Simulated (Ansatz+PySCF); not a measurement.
Values are calculated unless marked as measured or tabulated.
This PySCF input gave a total energy of -99.99845 hartree.

```python
from pyscf import gto, scf

mol = gto.M(atom="""
H 0.000000 0.000000 -0.828180
F 0.000000 0.000000 0.092020
""", basis='aug-cc-pvdz', charge=-1, spin=1)
mf = scf.UHF(mol)
mf.init_guess = 'atom'
mf.kernel()
while True:  # follow internal instabilities
    mo, _, stable, _ = mf.stability(return_status=True)
    if stable: break
    mf.kernel(mf.make_rdm1(mo, mf.mo_occ))
print(mf.converged, mf.e_tot, mf.spin_square()[0])
```

(1) Write an input for Ansatz with the same method and basis set.

Answers

(1)

```yaml
crystal:
  periodic: [false, false, false]
  atoms:
    - { symbol: H, position_ang: [0.0, 0.0, -0.82818] }
    - { symbol: F, position_ang: [0.0, 0.0, 0.09202] }
basis:
  gaussian: { orbitals: aug-cc-pVDZ }
total_charge: -1
magnetization:
  spin_polarized: true
  initial_magnetization: 1
hamiltonian:
  xc: hf
```

Ansatz (development build ahead of 0.2.0) gave -99.99845 hartree, 0.00 meV from the first.
